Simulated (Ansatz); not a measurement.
# CH₅S radical (built from SMILES S.[CH3]): functionals against CCSD(T) at one geometry

The task here is to estimate one member of a computed series from the others.

Computed with Ansatz 0.2.0, Gaussian basis. Level: single points in def2-TZVPP.

Cores are frozen in the correlated methods. Orbitals are unrestricted. B3LYP uses VWN-RPA correlation.

**Starting geometry**

7 atoms, charge 0, spin multiplicity 2.

Atoms are counted from 1 here; the program's logs count them from 0.

Bond lengths: H1–C3 1.321 Å, S2–H4 1.419 Å, C3–H5 1.089 Å, C3–H6 1.001 Å, C3–H7 0.869 Å. Angles: H1–C3–H5 99.2°, H1–C3–H6 100.8°, H1–C3–H7 114.8°, H5–C3–H6 109.5°, H5–C3–H7 113.1°, H6–C3–H7 117.4°.

Geometry (Å):

```xyz
7
CH5S
H    -0.0811   -0.4407   -0.1329
S     0.5424   -2.1972    0.0832
C    -0.3895    0.8413   -0.2105
H     1.6473   -1.5691    0.7136
H    -1.4425    0.7510   -0.4715
H    -0.3053    1.1129    0.7495
H     0.0690    1.2910   -0.7954
```

The first run:

Contents of run/in.yaml:

```yaml
crystal:
  periodic: [false, false, false]
  atoms:
    - {symbol: H, position_ang: [-0.081100, -0.440700, -0.132900]}
    - {symbol: S, position_ang: [0.542400, -2.197200, 0.083200]}
    - {symbol: C, position_ang: [-0.389500, 0.841300, -0.210500]}
    - {symbol: H, position_ang: [1.647300, -1.569100, 0.713600]}
    - {symbol: H, position_ang: [-1.442500, 0.751000, -0.471500]}
    - {symbol: H, position_ang: [-0.305300, 1.112900, 0.749500]}
    - {symbol: H, position_ang: [0.069000, 1.291000, -0.795400]}
basis:
  gaussian: {orbitals: def2-TZVPP}
magnetization: {spin_polarized: true, initial_magnetization: 1}
correlation: {method: ccsd_t}
scf: {omitted_lower_state_checks: [cluster_reference]}
output: {forces: true}
```

No record of the launch command was kept for these runs.

Among the steps run: CCSD(T)/def2-TZVPP; PBE0-D4/def2-TZVPP; wB97M-V/def2-TZVPP; r2SCAN-D4/def2-TZVPP; PBE-D4/def2-TZVPP; revPBE-D4/def2-TZVPP; B3LYP-D4/def2-TZVPP.

One of the session's tables, all rows but one given; the rest of the session is left out.

```
   method  RMS force component (eV/Å)  angle to CCSD(T) forces (°)  dipole (D)
  CCSD(T)                       4.796                    reference        1.32
  PBE0-D4                       4.745                          1.7        1.59
  wB97M-V                       4.732                          0.5        1.46
r2SCAN-D4                       4.685                          2.4        1.71
   PBE-D4                       4.700                          3.4        1.68
revPBE-D4                           ?                            ?           ?
 B3LYP-D4                       4.670                          1.7        1.59
```

Q: Estimate the row for revPBE-D4 from the others.

As computed: RMS force component (eV/Å): 4.709; angle to CCSD(T) forces (°): 3.5; dipole (D): 1.68. In the column «RMS force component (eV/Å)» it lies between PBE-D4 (4.700) and wB97M-V (4.732).
